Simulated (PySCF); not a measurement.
B(OH)₂ + Cl₂ → BO₂ + 2 HCl

Level: B3LYP in the def2-TZVP basis family, all electrons, no relativity, computed in PySCF with density fitting; open shells unrestricted.

```
species                                                                state and structure      E (Eh)  ZPE (kJ/mol)  H(298 K) − H(0) (kJ/mol)  S° (J/(mol K))
 B(OH)₂  doublet, C2v, B–O 1.348 Å (×2), O–H 0.971 Å (×2); B–O–H 117.1° (×2), O–B–O 130.0°  -176.60449          78.7                      12.3           255.8
    Cl₂                                                        singlet, D∞h, Cl–Cl 2.014 Å  -920.42200           3.2                       9.2           223.0
    BO₂                                                     doublet, D∞h, B–O 1.261 Å (×2)  -175.38156          20.8                      10.1           224.3
    HCl                                                         singlet, C∞v, H–Cl 1.282 Å  -460.83511          17.6                       8.7           186.7
```

Question: What is the electronic reaction energy?

Answer: At B3LYP/def2-TZVP, ΔE = -66.4 kJ/mol from the differences of the total energies times 2625.5, downhill. 

Question: Add zero-point, thermal and entropy terms for 298.15 K and 1 bar.

Answer: ΔZPE = -25.9 and Δ[H(298) − H(0)] = 6.0 kJ/mol give ΔH° = -86.3 kJ/mol. ΔS° = 118.9 J/(mol K), so ΔG° = -86.3 − 298.15 × (0.1189) = -122 kJ/mol and log₁₀K = 21.3.

The structures come from searches over a few start shapes, so lower isomers are not excluded.
